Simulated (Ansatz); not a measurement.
We consider 1T (CdI2-type) ZrSe₂, described by PBE0 in Ansatz (PAW).

Settings: plane-wave cutoff 460 eV, 9×9×4 k mesh (along the axes of the cell as run), Fermi–Dirac smearing 0.01 eV, scalar-relativistic PAW data made under PBE.

Cell (measured lattice):

Space group P-3m1 (No. 164); a = b = 3.770 Å, c = 6.128 Å, α = β = 90.00°, γ = 120.00°

| atom | site | symmetry | x | y | z |
|---|---|---|---|---|---|
| Zr | 1a | -3m. | 0.0000 | 0.0000 | 0.0000 |
| Se | 2d | 3m. | 0.3333 | 0.6667 | 0.2560 |

**Question.** What does this level give for the band gap and smallest direct gap on the k points sampled?

**Answer.** 
- band gap = 1.52 eV
- smallest direct gap on the k points sampled = 2.41 eV

Measured, for comparison: band gap 1.18 eV (temperature not stated, not corrected to a static lattice, fundamental, indirect, our sources range from 0.90 to 1.20; as tabulated in Rybak et al. (2022), arXiv:2210.12074).

Note: cell and atoms aren't relaxed at this level (pressure 1.2 GPa).

Spin–orbit coupling is not included.

The computed numbers hold no vibrational or temperature effects.

Ansatz is a program for electronic structure.
